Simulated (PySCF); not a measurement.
# C3H5FO (epifluorohydrin): the cost of one run

Programs: PySCF 2.14.0, with density-fitted response routines of our own. Each step states its level of theory. These are calculated values for one molecule in the gas phase, unless marked as measured. Atoms count from 0, in the outputs and in this text.

### 1 The starting structure

10 atoms, charge 0, multiplicity 1; geometry from: GFN2-xTB. The atoms were then displaced at random by about 0.01 Å, so the start is not that level's minimum.

Bonds of the start (Å): F0–C1 1.39, C1–C2 1.53, C2–C3 1.42, C3–O4 1.39, O4–C2 1.39, C1–H5 1.09, C1–H6 1.10, C2–H7 1.09, C3–H8 1.08, C3–H9 1.12.

### 2 Geometry optimisation at PBE0-D3(BJ)/def2-SVP

The job: settings as JSON, then the geometry in Å.

```
{"job": {"xc": "PBE0", "basis": "def2-SVP", "d3": "d3bj", "grid": 1, "shake": 0.01, "kind": "geom"}, "charge": 0, "multiplicity": 1}
F      1.733400     0.010180     1.250760
C      1.232920     0.013150    -0.043970
C     -0.206210     0.519720    -0.076890
C     -1.280060    -0.400960     0.071590
O     -0.968010     0.143360    -1.171980
H      1.294080    -1.010020    -0.401960
H      1.904850     0.660490    -0.634790
H     -0.294050     1.554060     0.264380
H     -1.120550    -1.457840     0.206990
H     -2.245950    -0.053060     0.514830
```

The run is started by

```console
$ OMP_NUM_THREADS=1 python probes_run.py task.json out
```

The driver reads the jobs from task.json and runs them one after another.

Q: Estimate the wall time and peak memory of this first job on 1 thread of Arm Neoverse N1, shared host.

About 52 s, with a peak of 0.39 GiB.
